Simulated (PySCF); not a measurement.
# Orbital picture of MgC⁻

UHF at R = 2.257 Å; PySCF, no relativity, basis sets Mg aug-pcseg-1, C aug-pcseg-1. State: ⁴Σ⁻ (quartet), unpaired electrons σ ↑, π ↑↑. Only the outer orbitals are listed, counted within each symmetry.

```json
{"spin": "α", "orbital": "4σ", "occ.": "1", "ε (eV)": "-57.82", "on Mg (%)": "100", "main shells (%)": "100 Mg p"}
{"spin": "α", "orbital": "1π", "occ.": "1", "ε (eV)": "-57.81", "on Mg (%)": "100", "main shells (%)": "100 Mg p"}
{"spin": "α", "orbital": "1π", "occ.": "1", "ε (eV)": "-57.81", "on Mg (%)": "100", "main shells (%)": "100 Mg p"}
{"spin": "α", "orbital": "5σ", "occ.": "1", "ε (eV)": "-17.43", "on Mg (%)": "0", "main shells (%)": "99 C s"}
{"spin": "α", "orbital": "6σ", "occ.": "1", "ε (eV)": "-5.99", "on Mg (%)": "3", "main shells (%)": "95 C p"}
{"spin": "α", "orbital": "2π", "occ.": "1", "ε (eV)": "-4.90", "on Mg (%)": "1", "main shells (%)": "99 C p"}
{"spin": "α", "orbital": "2π", "occ.": "1", "ε (eV)": "-4.90", "on Mg (%)": "1", "main shells (%)": "99 C p"}
{"spin": "α", "orbital": "7σ", "occ.": "1", "ε (eV)": "-1.04", "on Mg (%)": "101", "main shells (%)": "86 Mg s, 15 Mg p"}
{"spin": "α", "orbital": "8σ", "occ.": "0", "ε (eV)": "3.68", "on Mg (%)": "106", "main shells (%)": "100 Mg s"}
{"spin": "β", "orbital": "1π", "occ.": "1", "ε (eV)": "-57.80", "on Mg (%)": "100", "main shells (%)": "100 Mg p"}
{"spin": "β", "orbital": "1π", "occ.": "1", "ε (eV)": "-57.80", "on Mg (%)": "100", "main shells (%)": "100 Mg p"}
{"spin": "β", "orbital": "4σ", "occ.": "1", "ε (eV)": "-57.74", "on Mg (%)": "100", "main shells (%)": "100 Mg p"}
{"spin": "β", "orbital": "5σ", "occ.": "1", "ε (eV)": "-9.13", "on Mg (%)": "0", "main shells (%)": "97 C s"}
{"spin": "β", "orbital": "6σ", "occ.": "1", "ε (eV)": "-1.52", "on Mg (%)": "104", "main shells (%)": "97 Mg s"}
{"spin": "β", "orbital": "7σ", "occ.": "0", "ε (eV)": "3.56", "on Mg (%)": "106", "main shells (%)": "105 Mg s"}
{"spin": "β", "orbital": "2π", "occ.": "0", "ε (eV)": "4.85", "on Mg (%)": "91", "main shells (%)": "91 Mg p, 10 C p"}
{"spin": "β", "orbital": "2π", "occ.": "0", "ε (eV)": "4.85", "on Mg (%)": "91", "main shells (%)": "91 Mg p, 10 C p"}
```

Question: Which are the highest filled and the lowest empty level, where do they sit, and how wide is the gap?

Answer: Highest filled α 7σ at -1.04 eV (in %: 86 Mg s, 15 Mg p); lowest empty β 7σ at 3.56 eV (in %: 105 Mg s); the gap at UHF is 4.60 eV. An empty level above zero is unbound, and its energy depends on the basis.

- bond order (Mayer): -0.08
- ⟨S²⟩: 3.775
- charge on Mg (Mulliken, basis-dependent): -0.10
- charge on Mg (Löwdin, basis-dependent): 0.02
- dipole moment (positive dipole points towards C; it is taken about the centre of mass and depends on that origin): 1.81 D
- polarisability along the bond: 185.3 bohr³
- polarisability across the bond: 153.3 bohr³

Shares are Mulliken populations and can fall outside 0 to 100 %.

The state is the lowest determinant that a PBE0 search found; another state may lie lower at other levels.
